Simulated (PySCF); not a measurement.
# C4H8O2 (isobutyric acid): the cost of one run

Programs: PySCF 2.14.0, with density-fitted response routines of our own. Each step states its level of theory. These are calculated values for one molecule in the gas phase, unless marked as measured. Atoms count from 0, in the outputs and in this text.

**1. Starting geometry**

14 atoms, charge 0, multiplicity 1; geometry from: MMFF94s.

Bonds of the start (Å): C0–C1 1.53, C1–C2 1.52, C1–C3 1.51, C3–O4 1.22, C3–O5 1.35, C0–H6 1.09, C0–H7 1.10, C0–H8 1.10, C1–H9 1.10, C2–H10 1.10, C2–H11 1.09, C2–H12 1.10, O5–H13 0.98.

**2. Optimising the geometry at PBE0-D3(BJ)/def2-SVP**

The job: settings as JSON, then the geometry in Å.

```
{"job": {"xc": "PBE0", "basis": "def2-SVP", "d3": "d3bj", "grid": 1, "kind": "geom"}, "charge": 0, "multiplicity": 1}
C     -0.466053     1.455004     0.258175
C     -0.228459     0.128712    -0.458756
C     -0.997188    -1.000220     0.217577
C      1.246588    -0.200736    -0.493449
O      2.131837     0.298734     0.179827
O      1.536527    -1.161246    -1.393864
H     -1.527385     1.723675     0.238240
H     -0.147006     1.407150     1.305364
H      0.096505     2.263322    -0.221771
H     -0.569094     0.241417    -1.495297
H     -0.861441    -1.945353    -0.319154
H     -2.069584    -0.781028     0.245683
H     -0.652138    -1.155110     1.245997
H      2.506891    -1.274322    -1.313550
```

Started as:

```console
> OMP_NUM_THREADS=1 python probes_run.py task.json out
```

One launch serves the whole session: the jobs run in the order shown.

Q: Estimate the wall time and peak memory of this first job on 1 thread of Intel Xeon Platinum 8488C, shared host.

About 31 s, with a peak of 0.49 GiB.
